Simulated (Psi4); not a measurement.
**CCSD(T)/def2-TZVPPD run of SiO (SMILES O=[Si])**

What is the vertical singlet–triplet gap of SiO at CCSD(T)/def2-TZVPPD? 

Program for the calculation: Psi4 1.11.

10 further runs of the same task are left out: 10 that didn't finish.

**1. The structure to begin with**

The species is SiO (2 atoms), meant as a singlet with charge 0. As SMILES, `O=[Si]`. The coordinates come from a PBE0-D4/def2-TZVP relaxation.

Bond lengths: O1–Si2 1.509 Å.

**2. A single-point energy at CCSD(T)/def2-TZVPPD**

The input, osi.xyz:

```xyz
2
OSi
O     -0.640700     0.231500    -0.324000
Si     0.640700    -0.231500     0.324000
```

The input, calc.py:

```python
import psi4

psi4.set_memory(1600000000)
psi4.set_num_threads(1)
psi4.core.set_output_file('osi.out', False)

with open('osi.xyz') as f:
    atoms = ''.join(f.readlines()[2:])
geom = psi4.geometry('0 1\n' + atoms + 'symmetry c1')

psi4.set_options({
    'basis': 'def2-TZVPPD',
    'reference': 'rhf',
    'puream': True,
    'e_convergence': 1e-09,
    'd_convergence': 1e-08,
    'scf_type': 'pk',
    'num_frozen_docc': 6,
})

energy_value, wavefunction = psi4.energy("ccsd(t)", molecule=geom, return_wfn=True)
print(f'ccsd(t) energy: {energy_value:.10f} Eh')
```

The run is started by

```bash
$ python calc.py
```

osi.out:

```text
[...]
  Running in c1 symmetry.
[...]
  Nuclear repulsion =   39.283332351226669
[...]
  Multiplicity = 1
[...]
  Nalpha       = 11
  Nbeta        = 11
[...]
    Number of basis functions: 88
[...]
   @RHF iter   1:  -363.68855447713958   -8.20067e-01   6.99706e-03 DIIS/ADIIS
[...]
   @RHF iter  11:  -363.84246550571368   -1.81899e-12   2.78114e-09 DIIS
[...]
    Orbital Energies [Eh]
    ---------------------
    Doubly Occupied:
       1A    -68.818277     2A    -20.532156     3A     -6.167720
       4A     -4.269130     5A     -4.269130     6A     -4.268931
       7A     -1.263281     8A     -0.609502     9A     -0.474910
      10A     -0.474910    11A     -0.437590
[...]
  @RHF Final Energy:  -363.84246550571368
   => Energetics <=
    Nuclear Repulsion Energy =             39.2833323512266688
    One-Electron Energy =                -583.0805231498776493
    Two-Electron Energy =                 179.9547252929372689
    Total Energy =                       -363.8424655057136761
[...]
 Multipole Moments:
 ------------------------------------------------------------------------------------
     Multipole            Electronic (a.u.)      Nuclear  (a.u.)        Total (a.u.)
 ------------------------------------------------------------------------------------
 L = 1.  Multiply by 2.5417464519 to convert [e a0] to [Debye]
 Dipole X            :         -0.0000000            0.0000000           -0.0000000
 Dipole Y            :          0.0000000            0.0000000            0.0000000
 Dipole Z            :          1.4548528            0.0073522            1.4622050
 Magnitude           :                                                    1.4622050
[...]
      * MP2 total energy                      = -364.179573558346533
[...]
      * CCSD total energy                     = -364.181159790100992
[...]
      * CCSD(T) total energy                  = -364.199001413053224
```

Standard output:

```text
ccsd(t) energy: -364.1990014131 Eh
```

It took 20 s on 1 thread of AMD EPYC 7B13 (Zen 3), shared host; peak memory 0.75 GiB.

**3. The triplet**

osi.xyz is that of step 2.

The input, run.py:

```python
import numpy as np
from ase.calculators.psi4 import Psi4
from ase.io import read

mol = read('osi.xyz')
calc = Psi4(atoms=mol, method='ccsd(t)', basis='def2-TZVPPD', memory='1600MB', num_threads=1, charge=0, multiplicity=3, label='psi4-calc', reference='uhf')
calc.psi4.set_options({'puream': True, 'e_convergence': 1e-09, 'd_convergence': 1e-08, 'scf_type': 'pk', 'num_frozen_docc': 6, 'maxiter': 200})
mol.calc = calc

print(f'energy: {mol.get_potential_energy():.6f} eV')
```

The run is started by

```bash
$ python run.py
```

psi4-calc.dat:

```text
[...]
  Running in c1 symmetry.
[...]
  Nuclear repulsion =   39.283332351226669
[...]
  Multiplicity = 3
[...]
  Nalpha       = 12
  Nbeta        = 10
[...]
    Number of basis functions: 88
[...]
   @UHF iter   1:  -363.52508107915219   -6.56593e-01   7.27309e-03 ADIIS/DIIS
[...]
   @UHF iter  18:  -363.71411979494042   -3.86535e-12   5.81127e-09 DIIS
[...]
   @S^2 Observed:                2.027526937E+00
[...]
    Orbital Energies [Eh]
    ---------------------
    Alpha Occupied:
       1A    -68.854601     2A    -20.562830     3A     -6.203083
       4A     -4.311423     5A     -4.309245     6A     -4.303367
       7A     -1.317337     8A     -0.681664     9A     -0.550331
      10A     -0.538908    11A     -0.505291    12A     -0.295159
    Alpha Virtual:
      13A      0.002027    14A      0.058964    15A      0.080904
      16A      0.132627    17A      0.139449    18A      0.142071
      19A      0.142505    20A      0.144524    21A      0.181041
      22A      0.186011    23A      0.236980    24A      0.311216
      25A      0.342322    26A      0.354629    27A      0.363445
[...]
  @UHF Final Energy:  -363.71411979494042
   => Energetics <=
    Nuclear Repulsion Energy =             39.2833323512266688
    One-Electron Energy =                -582.3964764182419458
    Two-Electron Energy =                 179.3990242720747972
    Total Energy =                       -363.7141197949404159
  UHF NO Occupations:
  HONO-2 :   10  A 1.9897000
  HONO-1 :   11  A 1.0000000
[...]
 Multipole Moments:
 ------------------------------------------------------------------------------------
     Multipole            Electronic (a.u.)      Nuclear  (a.u.)        Total (a.u.)
 ------------------------------------------------------------------------------------
 L = 1.  Multiply by 2.5417464519 to convert [e a0] to [Debye]
 Dipole X            :          1.1704965            0.0062444            1.1767409
 Dipole Y            :         -0.4229280           -0.0022563           -0.4251842
 Dipole Z            :          0.5919164            0.0031578            0.5950742
 Magnitude           :                                                    1.3855014
[...]
      * MP2 total energy                      = -364.023342793930908
[...]
      * CCSD total energy                     = -364.026346665070207
[...]
      * CCSD(T) total energy                     = -364.043804869703422
```

On the terminal:

```text
energy: -9906.136504 eV
```

It took 50 s on 1 thread of AMD EPYC 7B13 (Zen 3), shared host; peak memory 0.8 GiB.

**4. Summary of results**

At CCSD(T)/def2-TZVPPD, 6 core orbitals frozen:

```
                                                           quantity          value
                                              singlet: total energy  -364.19900 Eh
                       singlet: HOMO energy (Hartree–Fock orbitals)      -11.91 eV
                       singlet: LUMO energy (Hartree–Fock orbitals)        0.87 eV
                     singlet: HOMO–LUMO gap (Hartree–Fock orbitals)       12.77 eV
               singlet: correlation energy (6 core orbitals frozen)     -356.5 mEh
                                            singlet: (T) correction     -17.84 mEh
                                             singlet: T1 diagnostic          0.026
                                              triplet: total energy  -364.04380 Eh
triplet: HOMO energy (Hartree–Fock orbitals) (highest over α and β)       -8.03 eV
 triplet: LUMO energy (Hartree–Fock orbitals) (lowest over α and β)       -1.99 eV
               triplet: correlation energy (6 core orbitals frozen)     -329.7 mEh
                                            triplet: (T) correction     -17.46 mEh
                         triplet: ⟨S²⟩ of the reference determinant          2.028
                                             triplet: T1 diagnostic          0.047
                   vertical energy of the triplet above the singlet       4.223 eV
```

At this shape the triplet lies 4.22 eV (97 kcal/mol) above the singlet. The T1 diagnostic (singlet) of 0.026 is above the customary mark for such species, so a single reference may not serve. The triples (singlet) make up 5.0 % of the correlation energy. The T1 diagnostic (triplet) of 0.047 is above the customary mark for such species, so a single reference may not serve. The triples (triplet) make up 5.3 % of the correlation energy.
